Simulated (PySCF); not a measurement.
Process, species as SMILES: [C-]#[NH+] (C-NH) + 3 [H][H] (H2) → C (CH4) + N (NH3)
B3LYP-D3(BJ)/def2-TZVP geometries, fixed; electronic energies without zero-point terms.

Effect of the atomic grid (radial, angular points) at wB97M-V/aug-cc-pVTZ with PySCF, against the last row, where the energy of full hydrogenation is -92.90 kcal/mol.

```tsv
setting	grid points, largest species	largest shift of a total energy (mEh)	shift of the energy of full hydrogenation (kcal/mol)
atom_grid: 30, 110, unpruned	16504	0.111	0.020
atom_grid: 50, 194, unpruned	48504	-0.023	-0.016
atom_grid: 75, 302, unpruned	113256	-0.002	-0.001
atom_grid: 99, 590, unpruned	292056	0.000	0.000
atom_grid: 150, 974, unpruned	730504	0.000	0.000
```

Within 0.02 kcal/mol in the energy of full hydrogenation: atom_grid: 30, 110, unpruned; atom_grid: 50, 194, unpruned; atom_grid: 75, 302, unpruned; atom_grid: 99, 590, unpruned. The largest shift is 0.111 mEh in a total energy and 0.020 kcal/mol in the difference.
